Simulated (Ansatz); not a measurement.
**Ligand exchange: MgHF + C2H6S → MgH(SH) + C2H5F**

Species: MgHF `[F][MgH]`, singlet; C2H6S (ethanethiol) `CCS`, singlet; MgH(SH), singlet; C2H5F `CCF`, singlet. The partners trade F for SH: Mg–F and C–SH bonds give way to Mg–SH and C–F.

Shapes, held fixed at every level: PBE0-D4/def2-TZVP. Flexible molecules stand in one conformer, not always the lowest. Programs: Ansatz 0.2.0. The zero-point and thermal change to 298 K, harmonic and unscaled (PBE0-D4/def2-TZVP), is -0.7 kJ/mol.

```json
{"level": "SPW92/def2-TZVPP", "kind": "LDA", "ΔH(298 K) (kJ/mol)": "+66.9", "less CCSD(T)/def2-TZVPP": "-5.4", "CPU time (sum over the molecules)": "6.7 s"}
{"level": "r2SCAN-D4/def2-TZVPP", "kind": "meta-GGA", "ΔH(298 K) (kJ/mol)": "+68.8", "less CCSD(T)/def2-TZVPP": "-3.5", "CPU time (sum over the molecules)": "19 s"}
{"level": "B3LYP-D4/def2-TZVPP", "kind": "global hybrid", "ΔH(298 K) (kJ/mol)": "+72.7", "less CCSD(T)/def2-TZVPP": "+0.4", "CPU time (sum over the molecules)": "15 s"}
{"level": "BHLYP-D4/def2-TZVPP", "kind": "global hybrid", "ΔH(298 K) (kJ/mol)": "+67.5", "less CCSD(T)/def2-TZVPP": "-4.8", "CPU time (sum over the molecules)": "12 s"}
{"level": "wB97M-V/def2-TZVPP", "kind": "range-separated hybrid", "ΔH(298 K) (kJ/mol)": "+71.5", "less CCSD(T)/def2-TZVPP": "-0.8", "CPU time (sum over the molecules)": "40 s"}
{"level": "B2PLYP/def2-TZVPP", "kind": "double hybrid", "ΔH(298 K) (kJ/mol)": "+73.7", "less CCSD(T)/def2-TZVPP": "+1.4", "CPU time (sum over the molecules)": "18 s"}
{"level": "MP2/def2-TZVPP", "kind": "perturbation theory", "ΔH(298 K) (kJ/mol)": "+84.0", "less CCSD(T)/def2-TZVPP": "+11.7", "CPU time (sum over the molecules)": "–"}
{"level": "CCSD(T)/def2-TZVPP", "kind": "coupled cluster or CI", "ΔH(298 K) (kJ/mol)": "+72.3", "less CCSD(T)/def2-TZVPP": "0.0", "CPU time (sum over the molecules)": "84 s"}
```

The highest level, CCSD(T)/def2-TZVPP, gives ΔH(298 K) = +72.3 kJ/mol; the levels span +66.9 to +84.0. The column of differences is taken from that level and isn't an error. No measured value is set beside it here. Correlated rows may include outer-core shells of Mg, which these sets cover unevenly. Times are processor times on shared x86 and Arm servers, and rough.
